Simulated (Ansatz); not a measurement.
**C2H3ClO: a ladder of functionals and wavefunction methods**

The task here is to estimate one member of a computed series from the others.

Computed with Ansatz 0.2.0, Gaussian basis. Level: functionals in def2-TZVPP, the program's frozen cores in correlated methods.

The runs, in order: LDA (SPW92), PBE-D4, revPBE-D4, BLYP-D4, r2SCAN-D4, B97M-V, PBE0-D4, B3LYP-D4, r2SCANh-D4, r2SCAN0-D4, HSE06-D4, BHLYP-D4, CAM-B3LYP-D4, LC-ωPBE, ωB97X-V, ωB97M-V, B2PLYP, PBE-QIDH; CCSD(T)/def2-SVP; CCSD(T)/def2-TZVPP; MP2/def2-QZVPP; extrapolation to the limit; RPA on PBE.

### Structure used throughout

An earlier PBE0-D4 in a triple-zeta def2 set relaxation fixed the geometry.

7 atoms, charge 0, spin multiplicity 1.

Atoms are counted from 1 here; the program's logs count them from 0.

Bond lengths: O1–C2 1.339 Å, O1–H5 0.967 Å, C2–C3 1.329 Å, C2–H6 1.083 Å, C3–Cl4 1.727 Å, C3–H7 1.078 Å. Angles: C2–O1–H5 108.3°, O1–C2–C3 126.4°, O1–C2–H6 113.1°, C3–C2–H6 120.5°, C2–C3–Cl4 120.6°, C2–C3–H7 123.5°, Cl4–C3–H7 115.9°.

The first run:

The input, in.yaml:

```yaml
crystal:
  periodic: [false, false, false]
  atoms:
    - {symbol: O, position_ang: [-0.850269, 1.242707, 0.098950]}
    - {symbol: C, position_ang: [0.273680, 0.535612, 0.272418]}
    - {symbol: C, position_ang: [0.469796, -0.730435, -0.079372]}
    - {symbol: Cl, position_ang: [-0.788395, -1.635128, -0.840625]}
    - {symbol: H, position_ang: [-1.503760, 0.672602, -0.329976]}
    - {symbol: H, position_ang: [1.063524, 1.102767, 0.750063]}
    - {symbol: H, position_ang: [1.396823, -1.256225, 0.082841]}
basis:
  gaussian: {orbitals: def2-TZVPP}
hamiltonian: {xc: lda}
output: {orbitals: {seedname: orbitals}}
```

The run is started by

```sh
ansatz run in.yaml --threads 2 --pin off --events-out ev --progress --plain --max-ram 4352MiB
```

Among the steps run: LDA; PBE-D4 (GGA); revPBE-D4 (GGA); BLYP-D4 (GGA); r2SCAN-D4 (meta-GGA); B97M-V (meta-GGA); PBE0-D4 (hybrid); B3LYP-D4 (hybrid); r2SCANh-D4 (hybrid); r2SCAN0-D4 (hybrid); HSE06-D4 (hybrid); BHLYP-D4 (hybrid); CAM-B3LYP-D4 (range-separated); LC-ωPBE (range-separated); ωB97X-V (range-separated); ωB97M-V (range-separated); B2PLYP (double hybrid); PBE-QIDH (double hybrid).

One of the session's tables, all rows but one given; the rest of the session is left out.

It belongs to the step «Orbital energies across the functionals». 

| functional | HOMO (eV) | LUMO (eV) | gap (eV) |
| --- | --- | --- | --- |
| LDA (SPW92) | -5.77 | -0.81 | 4.96 |
| PBE-D4 | -5.58 | -0.56 | 5.02 |
| revPBE-D4 | -5.51 | -0.47 | 5.05 |
| BLYP-D4 | -5.45 | -0.45 | 5.00 |
| r2SCAN-D4 | -5.81 | -0.34 | 5.47 |
| B97M-V | -5.85 | -0.25 | 5.60 |
| PBE0-D4 | -6.80 | 0.43 | 7.24 |
| B3LYP-D4 | ? | ? | ? |
| r2SCANh-D4 | -6.27 | 0.02 | 6.29 |
| r2SCAN0-D4 | -6.96 | 0.56 | 7.52 |
| HSE06-D4 | -6.40 | 0.05 | 6.45 |
| BHLYP-D4 | -7.90 | 1.53 | 9.43 |
| CAM-B3LYP-D4 | -8.15 | 1.56 | 9.71 |
| LC-ωPBE | -9.49 | 2.75 | 12.23 |
| ωB97X-V | -9.11 | 2.70 | 11.81 |
| ωB97M-V | -9.00 | 2.59 | 11.59 |

**Question.** Estimate the row for B3LYP-D4.

Worked estimate for «HOMO (eV)». Against the share of exact exchange, BLYP-D4 (0, -5.45), BHLYP-D4 (0.5, -7.90) give a slope of -4.90 per unit share; at 0.2 the line stands at -6.43.

The run gave: HOMO (eV): -6.59; LUMO (eV): 0.18; gap (eV): 6.77. In «HOMO (eV)» the line misses by +0.16.
